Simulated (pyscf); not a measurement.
Thermochemistry of product channels of H₂C=CH–F + Cl• on the doublet surface, in eV, from CCSD(T)/def2-TZVPP + ΔMP2(QZVPP) energies (ideal gas, 1 atm, RRHO with modes under 100 cm⁻¹ raised to 100, one conformer, R ln 2 for rigid chiral ones). Optimised with ωB97X-D3(BJ)/def2-SVP in PySCF. Correlated levels are frozen-core, on RHF or UHF. ΔMP2 is the change of the MP2 total energy from the triple- to the quadruple-zeta basis.

```csv
products,ΔE,ΔH(298 K),ΔG(600 K),ΔG(1200 K)
•H₂C–CH(F)–Cl,-0.77,-0.78,-0.14,+0.48
H₃C–C•(F)–Cl,-1.01,-0.99,-0.34,+0.31
F–CH₂–CH•–Cl,-0.80,-0.78,-0.11,+0.54
HC≡CH + F–Cl + H•,+4.64,+4.31,+3.53,+2.68
F–CH•–CH₂–Cl,-0.78,-0.77,-0.10,+0.56
```

The channel to •H₂C–CH(F)–Cl turns unfavourable between 298 and 1200 K (ΔG from -0.46 eV to +0.48 eV). The channel to H₃C–C•(F)–Cl turns unfavourable between 298 and 1200 K (ΔG from -0.67 eV to +0.31 eV). The channel to F–CH₂–CH•–Cl turns unfavourable between 298 and 1200 K (ΔG from -0.45 eV to +0.54 eV).

These are energies of the channels, which say nothing of barriers. The CCSD(T) − MP2 part came from Ansatz, without density fitting, on the same reference. Left out: orbital degeneracy and the spin-orbit lowering of Cl.
